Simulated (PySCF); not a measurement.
H2N, SMILES [NH2] (connectivity only; charge and spin as stated), charge -1, multiplicity 1.

Coordinates come from a r2SCAN-D4/def2-TZVPD optimisation. The spin state was assumed, not searched. The isomer is the one that the SMILES or the coordinates give; other isomers of the formula were not compared.

Calculation: ωB97X/def2-TZVPD run with PySCF.

The total energy is -55.90228 hartree, the point group is C2v and the highest occupied level comes out as -0.59 eV. The lowest empty level is 7.41 eV. The orbital gap is 8.00 eV. The dipole moment about the centre of nuclear charge is 1.45 D and the mean static polarisability comes out as 30.8 bohr³ (4.56 Å³). The polarisability, principal values comes out as 27.2, 29.2, 36.0 bohr³.
